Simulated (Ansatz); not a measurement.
System: O₃, net charge -1, doublet state. 
Coordinates optimised at B3LYP-D3(BJ)/def2-TZVP (Ansatz, a first-principles code):
```xyz
3

O      1.1400    -0.2545     0.0205
O      0.0055     0.4794     0.0257
O     -1.1454    -0.2249    -0.0463
```
Charge -1, spin multiplicity 2.

Basis-set convergence of Hartree-Fock and CCSD correlation energies (hartree) with Ansatz. Valence correlation only, unless marked. Open shells are spin-unrestricted. Spin-orbit coupling is left out. No relativistic terms.

```csv
basis,functions,E(HF),"E(corr, CCSD)"
aug-cc-pVDZ,69,-224.39791,-0.61847
aug-cc-pVTZ,138,…,…
```

Q: Fill in the missing entries.

A: 
- aug-cc-pVTZ, E(HF): -224.45085
- aug-cc-pVTZ, E(corr, CCSD): -0.74107
